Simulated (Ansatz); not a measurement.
## Worked example: AsH$_{4}$, doublet against AsH4⁻, singlet

Geometry (PBE0/def2-TZVPD stationary point of a singlet), kept for both states (AsH4⁻, singlet: A1; AsH4, doublet: A1):

| atom | x (Å) | y (Å) | z (Å) |
| --- | --- | --- | --- |
| As | 0.0320 | 0.0000 | 0.0000 |
| H | -0.2144 | 0.0000 | 1.8300 |
| H | -0.9738 | -1.1394 | 0.0000 |
| H | -0.9738 | 1.1394 | 0.0000 |
| H | -0.2144 | 0.0000 | -1.8300 |

Basis aug-cc-pVDZ; Ansatz 0.2.0. Only valence electrons are correlated (noble-gas cores and the filled d shells of p-block atoms frozen). Prefix R: restricted or restricted open-shell reference; prefix U: unrestricted. No spin–orbit coupling is included, and no scalar relativity.

Full CI isn't at hand for all of this; UCCSDT(Q) serves as the reference, and is uncertain by the last step of the cluster series or more.

Unrestricted rows (U, and Kohn–Sham where it breaks symmetry) aren't spin-pure: their determinants' ⟨S²⟩ exceeds S(S+1) by up to 0.12, so they mix in states of higher spin. The highest occupied Kohn–Sham level of the anion is positive, up to +1.18 eV, so in those functionals the extra electron is held by the basis alone, which enters their differences from the reference.

```json
{"level": "UHF", "E(AsH4⁻, singlet) (hartree)": "-2236.390068", "E(AsH4, doublet) (hartree)": "-2236.372789"}
{"level": "UMP2", "E(AsH4⁻, singlet) (hartree)": "-2236.560349", "E(AsH4, doublet) (hartree)": "-2236.511179"}
{"level": "UCCSD(T)", "E(AsH4⁻, singlet) (hartree)": "-2236.601895", "E(AsH4, doublet) (hartree)": "-2236.553023"}
{"level": "PBE", "E(AsH4⁻, singlet) (hartree)": "-2237.835284", "E(AsH4, doublet) (hartree)": "-2237.784531"}
{"level": "wB97M-V", "E(AsH4⁻, singlet) (hartree)": "-2238.025410", "E(AsH4, doublet) (hartree)": "-2237.972342"}
{"level": "UCCSDT(Q)", "E(AsH4⁻, singlet) (hartree)": "-2236.603223", "E(AsH4, doublet) (hartree)": "-2236.554411"}
```

Q: Give the vertical gap, AsH4 doublet less AsH4⁻ singlet, at each level in eV (1 hartree = 27.2114 eV), and each error against UCCSDT(Q).

A: UCCSDT(Q): (-2236.554411 − (-2236.603223)) × 27.2114 = 1.328 eV (the reference)
wB97M-V: (-2237.972342 − (-2238.025410)) × 27.2114 = 1.444 eV, error 0.116 eV
PBE: (-2237.784531 − (-2237.835284)) × 27.2114 = 1.381 eV, error 0.053 eV
UCCSD(T): (-2236.553023 − (-2236.601895)) × 27.2114 = 1.330 eV, error 0.002 eV
UMP2: (-2236.511179 − (-2236.560349)) × 27.2114 = 1.338 eV, error 0.010 eV
UHF: (-2236.372789 − (-2236.390068)) × 27.2114 = 0.470 eV, error -0.858 eV

Total energies of functionals can't be set beside those of wave-function methods, since they hold the core's correlation and their own absolute errors; only the differences compare.

In so small a basis the reference is far from its limit while semilocal and hybrid functionals are nearer theirs, so the functionals' errors here hold much of the reference's basis and frozen-core error, which can add to them or hide them.

Each level lands on the state that its own search finds. T1 diagnostics of restricted CCSD: 0.018 and 0.032.
